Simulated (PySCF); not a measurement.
Work out the structure from these simulated measurements.

Elements present: C, H, N and S. Monoisotopic mass: 85.9939 u.

| Item | Value |
| --- | --- |
| UV, strongest line | among the 10 lowest singlet transitions: S5 at 6.37 eV (195 nm, f = 0.067) [TDDFT PBE0/def2-SVPD] |
| XPS | S2p3/2 171.0, C1s 292.5 (×2), N1s 405.9 (×2), S1s 2478.9 eV [ΔSCF SCAN, pcX-2 on the ionised atom, pcseg-1 elsewhere, spin-free X2C, 2p3/2 from a spin–orbit splitting computed afterwards within the 2p shell] |
| Dipole | 3.28 D [PBE0/def2-SVPD] |
| 1H NMR | chemical shifts (computed TMS as zero) by class: 8.99 (2 H) ppm [GIAO CAM-B3LYP/pcSseg-2] |
| Valence photoelectron | vertical ionisation energy: 10.05 eV [ΔSCF PBE0/def2-SVPD] |
| Rotational structure | rotational constants A, B, C: 8.996, 5.585, 3.446 GHz [PBE0-D3(BJ)/def2-SVP] |
| 13C NMR | chemical shifts (computed TMS as zero) by class: 163.3 (2 C) ppm [GIAO CAM-B3LYP/pcSseg-2] |

Electronic properties: PySCF, gas phase, density fitting. Levels stand in brackets. Isolated species at its PBE0-D3(BJ)/def2-SVP geometry, gas phase. NMR values are class means; diastereotopic atoms form classes of their own.

Task: Which formula fits the mass and the elements?

Result: C2H2N2S (calculated 85.9939). No other formula that holds each of these elements comes within 0.0003 u with a fitting electron parity and a possible valence count.

Task: Propose a structure and show how it fits.

Result: Numbering: `[cH:1]1[n:2][n:3][cH:4][s:5]1`. Its formula, C2H2N2S, gives 3 degrees of unsaturation: 1 ring and 2 π bonds in the structure found (Kekulé form). 2 carbons fall into 1 class: aromatic CH next to a ring nitrogen [C1/C4] (163.3 ppm, 2 C). All hydrogens form one class (8.99 ppm): aromatic hydrogen. The core levels belong to: S2p3/2 171.0 eV, thiophene-type sulfur [S5]; C1s 292.5 eV, aromatic CH next to a ring nitrogen [C1/C4]; N1s 405.9 eV, pyridine-type nitrogen [N2/N3]; S1s 2478.9 eV, thiophene-type sulfur [S5]. The first electron is taken from the HOMO, whose largest Löwdin shares are 0.38 on each of 2 atoms of one kind (pyridine-type nitrogen) and 0.08 on each of 2 atoms of one kind (aromatic CH next to a ring nitrogen). The optimised geometry has point group C2v and is an asymmetric top. Structure: `c1nncs1` (1,3,4-thiadiazole). Computed isomers that give other values at the same levels: `c1cnsn1` (rotational constant A: 8.547 GHz; this holds for the one conformer computed). The assignments are read from this structure; whether some other isomer fits the data as well wasn't checked.
